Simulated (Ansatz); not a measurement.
`C=C(F)CCl`, relaxed with RKS PBE-D4/def2-SVP in Ansatz 0.2.0 from a rough embedded geometry. The force threshold is 0.03 eV/Å; the program also tests the step.

Charge 0, multiplicity 1.

Start:

```xyz
9

C     0.261    0.834    1.095
C     0.321    0.377   -0.117
F     1.021    1.098   -0.981
C    -0.221   -0.884   -0.647
Cl   -1.603   -0.624   -1.734
H     0.663    1.818    1.389
H    -0.334    0.344    1.875
H    -0.638   -1.489    0.205
H     0.529   -1.474   -1.084
```

Q: By how much does the energy fall, and how many steps does the optimiser take? (An estimate is asked.)

A: Computed: 0.27 eV, in 5 steps.

Q: Which bonds change most? (Estimate.)

A: Ansatz gave: C4–H9 from 1.049 to 1.108 Å; C1–C2 from 1.297 to 1.342 Å; C4–Cl5 from 1.778 to 1.813 Å; C2–F3 from 1.326 to 1.348 Å.

Q: Give the relaxed structure. (Estimate.)

A: Computed: 
```xyz
9

C     0.234    0.872    1.146
C     0.317    0.397   -0.106
F     0.969    1.087   -1.062
C    -0.243   -0.894   -0.602
Cl   -1.554   -0.630   -1.826
H     0.709    1.826    1.412
H    -0.308    0.311    1.918
H    -0.668   -1.482    0.230
H     0.544   -1.486   -1.110
```
